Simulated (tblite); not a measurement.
# ClFH2: the cost of one run

Computed with tblite 0.8.0 and PySCF 2.14.0; each step states its level. No surroundings beyond the atoms listed, unless a continuum is named. Atoms count from 0, parts from 1.

## Step 1: Starting point

4 atoms, charge 0, multiplicity 1; geometry: rigid parts in contact. Parts: 1 = atoms 0–1, `Cl`, charge 0; 2 = atoms 2–3, `F`, charge 0.

## Step 2: Docking the parts with GFN2-xTB

Job settings and geometry (Å):

```
{"job": {"kind": "dock", "xc": "GFN2-xTB", "basis": "xTB"}, "charge": 0, "multiplicity": 1, "parts": [{"atoms": "0-1", "charge": 0, "multiplicity": 1}, {"atoms": "2-3", "charge": 0, "multiplicity": 1}]}
Cl     0.638501     0.003483     0.004530
H     -0.638501    -0.003483    -0.004530
F      2.140940    -1.428431     2.564084
H      1.829108    -0.838928     1.912374
```

With the program's defaults for keys left out, this is: GFN2-xTB search for minima from random contacts, gas phase.

Launch:

```bash
$ OMP_NUM_THREADS=1 python cluster_run.py task.json out
```

This one command runs all jobs of the session in turn.

**Question.** How long does this first job take on 1 thread of Arm Neoverse N1, shared host?

About 2.5 s.
